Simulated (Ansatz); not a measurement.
Relaxation of BClFH2 (5 atoms, charge 0, multiplicity 2), to a largest force component of 0.03 eV/Å in at most 50 steps.

Theory: UKS PBE/cc-pVDZ (Ansatz 0.2.0).

```xyz
5
Properties=species:S:1:pos:R:3
B 0.000 0.000 -0.392
Cl 0.000 0.000 2.654
H 1.114 0.000 -0.850
H -1.114 0.000 -0.850
F 0.000 0.000 4.269
```

Question: Where does it end, and by what steps?

Answer: The run converged. After 20 steps the energy has fallen by 3.107 eV; F5 moved furthest, 1.34 Å. Parted: Cl2–F5 (1.61 → 2.24 Å). Joined: B1–Cl2 (3.05 → 1.75 Å).

```json
{"step": "0", "energy less start (eV)": "0.0000", "largest force component (eV/Å)": "3.854", "accepted": "yes"}
{"step": "1", "energy less start (eV)": "-0.3218", "largest force component (eV/Å)": "3.461", "accepted": "yes"}
{"step": "2", "energy less start (eV)": "-0.7629", "largest force component (eV/Å)": "4.130", "accepted": "yes"}
{"step": "3", "energy less start (eV)": "-1.5768", "largest force component (eV/Å)": "4.650", "accepted": "yes"}
{"step": "4", "energy less start (eV)": "-2.3480", "largest force component (eV/Å)": "1.595", "accepted": "yes"}
{"step": "5", "energy less start (eV)": "-2.5880", "largest force component (eV/Å)": "0.453", "accepted": "yes"}
{"step": "6", "energy less start (eV)": "-2.5994", "largest force component (eV/Å)": "0.170", "accepted": "yes"}
{"step": "7", "energy less start (eV)": "-2.6105", "largest force component (eV/Å)": "0.538", "accepted": "yes"}
{"step": "8", "energy less start (eV)": "-2.7477", "largest force component (eV/Å)": "0.624", "accepted": "yes"}
{"step": "9", "energy less start (eV)": "-2.8409", "largest force component (eV/Å)": "0.380", "accepted": "yes"}
{"step": "10", "energy less start (eV)": "-2.9181", "largest force component (eV/Å)": "0.444", "accepted": "yes"}
{"step": "11", "energy less start (eV)": "-2.9124", "largest force component (eV/Å)": "1.161", "accepted": "no"}
{"step": "12", "energy less start (eV)": "-2.9595", "largest force component (eV/Å)": "0.251", "accepted": "yes"}
{"step": "13", "energy less start (eV)": "-2.9936", "largest force component (eV/Å)": "0.162", "accepted": "yes"}
{"step": "14", "energy less start (eV)": "-3.0335", "largest force component (eV/Å)": "0.178", "accepted": "yes"}
{"step": "15", "energy less start (eV)": "-3.0758", "largest force component (eV/Å)": "0.223", "accepted": "yes"}
{"step": "16", "energy less start (eV)": "-3.1010", "largest force component (eV/Å)": "0.280", "accepted": "yes"}
{"step": "17", "energy less start (eV)": "-3.1051", "largest force component (eV/Å)": "0.110", "accepted": "yes"}
{"step": "18", "energy less start (eV)": "-3.1044", "largest force component (eV/Å)": "0.195", "accepted": "no"}
{"step": "19", "energy less start (eV)": "-3.1064", "largest force component (eV/Å)": "0.101", "accepted": "yes"}
{"step": "20", "energy less start (eV)": "-3.1072", "largest force component (eV/Å)": "0.017", "accepted": "yes"}
```

```xyz
5
Properties=species:S:1:pos:R:3
B -0.098 -0.003 0.278
Cl -1.006 0.016 1.778
H 1.105 -0.022 0.348
H -0.756 0.007 -0.736
F 0.755 0.002 3.162
```

Whether the end is a true minimum wasn't checked by a vibrational analysis.

Run time: 35 s on 1 thread of Intel(R) Xeon(R) Platinum 8488C (Sapphire Rapids) (shared host), peak memory 0.16 GiB.
